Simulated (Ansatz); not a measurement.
# CH2BF (SMILES B=CF): functionals against CCSD(T) at one geometry

A test off equilibrium: a structure displaced at random from a GFN2-xTB minimum is computed at several levels, and each is set against CCSD(T).

The runs use Ansatz 0.2.0, Gaussian basis; single points in def2-TZVPP.

Cores are frozen in the correlated methods. B3LYP uses VWN-RPA correlation.

**1. Where the work starts**

SMILES `B=CF`, 5 atoms, charge 0, spin multiplicity 1.

Atoms are counted from 1 here; the program's logs count them from 0.

Bond lengths: B1–C2 1.428 Å, B1–H4 1.207 Å, C2–F3 1.400 Å, C2–H5 1.278 Å. Angles: C2–B1–H4 166.2°, B1–C2–F3 134.7°, B1–C2–H5 116.9°, F3–C2–H5 107.0°.

Coordinates:

```xyz
5
charge 0, multiplicity 1
B    -0.89290   -0.13490   -0.26310
C     0.43810    0.12500    0.18330
F     1.42980   -0.63360    0.81580
H    -1.88240   -0.45550   -0.87500
H     0.78350    1.35070    0.28560
```

**2. CCSD(T)/def2-TZVPP**

File run/in.yaml:

```yaml
crystal:
  periodic: [false, false, false]
  atoms:
    - {symbol: B, position_ang: [-0.892900, -0.134900, -0.263100]}
    - {symbol: C, position_ang: [0.438100, 0.125000, 0.183300]}
    - {symbol: F, position_ang: [1.429800, -0.633600, 0.815800]}
    - {symbol: H, position_ang: [-1.882400, -0.455500, -0.875000]}
    - {symbol: H, position_ang: [0.783500, 1.350700, 0.285600]}
basis:
  gaussian: {orbitals: def2-TZVPP}
correlation: {method: ccsd_t}
output: {forces: true}
```

No record of the launch command was kept for these runs.

**3. PBE0-D4/def2-TZVPP**

run/in.yaml: that of step 2 with these lines changed.

```diff
@@ -10,3 +10,3 @@
   gaussian: {orbitals: def2-TZVPP}
-correlation: {method: ccsd_t}
-output: {forces: true}
+hamiltonian: {xc: pbe0, dispersion: d4}
+output: {forces: true, orbitals: {seedname: orbitals}}
```

**4. wB97M-V/def2-TZVPP**

run/in.yaml: that of step 3 with these lines changed.

```diff
@@ -10,3 +10,3 @@
   gaussian: {orbitals: def2-TZVPP}
-hamiltonian: {xc: pbe0, dispersion: d4}
-output: {forces: true, orbitals: {seedname: orbitals}}
+hamiltonian: {xc: {name: wB97M-V}}
+output: {forces: true}
```

**5. r2SCAN-D4/def2-TZVPP**

run/in.yaml: that of step 4 with these lines changed.

```diff
@@ -10,3 +10,3 @@
   gaussian: {orbitals: def2-TZVPP}
-hamiltonian: {xc: {name: wB97M-V}}
+hamiltonian: {xc: r2scan, dispersion: d4}
 output: {forces: true}
```

**6. PBE-D4/def2-TZVPP**

run/in.yaml: that of step 5 with these lines changed.

```diff
@@ -10,3 +10,3 @@
   gaussian: {orbitals: def2-TZVPP}
-hamiltonian: {xc: r2scan, dispersion: d4}
+hamiltonian: {xc: pbe, dispersion: d4}
 output: {forces: true}
```

**7. B3LYP-D4/def2-TZVPP**

run/in.yaml: that of step 6 with these lines changed.

```diff
@@ -10,3 +10,3 @@
   gaussian: {orbitals: def2-TZVPP}
-hamiltonian: {xc: pbe, dispersion: d4}
+hamiltonian: {xc: {name: B3LYP}, dispersion: d4}
 output: {forces: true}
```

**8. BLYP-D4/def2-TZVPP**

run/in.yaml: that of step 7 with these lines changed.

```diff
@@ -10,3 +10,3 @@
   gaussian: {orbitals: def2-TZVPP}
-hamiltonian: {xc: {name: B3LYP}, dispersion: d4}
+hamiltonian: {xc: {name: BLYP}, dispersion: d4}
 output: {forces: true}
```

(Steps that only read results are left out.)

**Question.** What will these runs give? Wanted: energy less free atoms, CCSD(T)/def2-TZVPP; RMS force component; RMS force error; HOMO and LUMO, PBE0-D4; T1 diagnostic.

As calculated:

```
                                  quantity                                                                                            value
energy less free atoms, CCSD(T)/def2-TZVPP                                                                                       -17.086 eV
                       RMS force component                                                             1.315 to 1.508 eV/Å over the methods
                           RMS force error  PBE0-D4 0.248, wB97M-V 0.281, r2SCAN-D4 0.197, PBE-D4 0.227, B3LYP-D4 0.244, BLYP-D4 0.305 eV/Å
                    HOMO and LUMO, PBE0-D4                                                                               -6.78 and -2.66 eV
                             T1 diagnostic                                                                                            0.015
```

**Reading.** Against CCSD(T) the functionals' energies less atoms differ by -1.442 to -0.693 eV, PBE-D4 by -1.442 eV. A larger basis would deepen the CCSD(T) value, while the functionals are nearly converged already, so the order here is not reliable. For forces r2SCAN-D4 does best and BLYP-D4 worst. Frozen-core CCSD(T) forces in triple zeta carry basis errors of their own, and this is one geometry, so small gaps rank nothing. The restricted Hartree–Fock reference is unstable towards an unrestricted one at one or more of these structures.
